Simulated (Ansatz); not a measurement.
Geometry optimisation, RKS B3LYP/6-31G* (Ansatz).

The input (input.yaml):

```yaml
crystal:
  periodic: [false, false, false]
  atoms:
    - { symbol: Al, position_ang: [0.06212, 0.16077, 0.305856] }
    - { symbol: H, position_ang: [0.27048, 0.4846, 1.80096] }
    - { symbol: O, position_ang: [1.616545, -0.60903, 0.337461] }
    - { symbol: Si, position_ang: [2.84764, -1.53681, -0.237303] }
    - { symbol: H, position_ang: [2.34454, -2.803597, -0.845156] }
    - { symbol: H, position_ang: [3.642391, -0.823906, -1.277065] }
    - { symbol: H, position_ang: [3.766697, -1.898028, 0.873883] }
    - { symbol: H, position_ang: [-0.963713, 0.3245, -0.883635] }
basis:
  gaussian: { orbitals: "6-31G*" }
hamiltonian:
  xc: b3lyp
relax:
  f_tol: 0.03
  max_steps: 50
```

Command:

```bash
$ ansatz run input.yaml --threads 1 --pin off --max-ram 2048MiB --backend cpu --events-out ev --progress --plain --runs-dir out
```

Problem. Where does it end, and by what steps?

Solution. It converged. The force dipped under the threshold on the way, but the program's further checks kept it going. After 12 steps the energy has fallen by 0.536 eV; O3 moved furthest, 0.36 Å.

```tsv
step	energy less start (eV)	largest force component (eV/Å)	accepted
0	0.0000	1.245	yes
1	-0.3286	0.912	yes
2	-0.4965	0.505	yes
3	-0.5127	0.704	yes
4	-0.5333	0.062	yes
5	-0.5342	0.017	yes
6	-0.5348	0.073	yes
7	-0.5351	0.043	yes
8	-0.5353	0.031	yes
9	-0.5357	0.003	yes
10	-0.5358	0.074	yes
11	-0.5352	0.119	no
12	-0.5364	0.005	yes
```

```xyz
8
Properties=species:S:1:pos:R:3
Al 0.140 0.154 0.428
H 0.041 0.744 1.894
O 1.531 -0.732 0.006
Si 2.889 -1.596 -0.316
H 2.540 -2.905 -0.932
H 3.764 -0.848 -1.261
H 3.664 -1.860 0.928
H -0.983 0.342 -0.672
```

Run time: 33 s on 1 thread of Arm Neoverse V1, with other jobs on the host, peak memory 0.13 GiB.
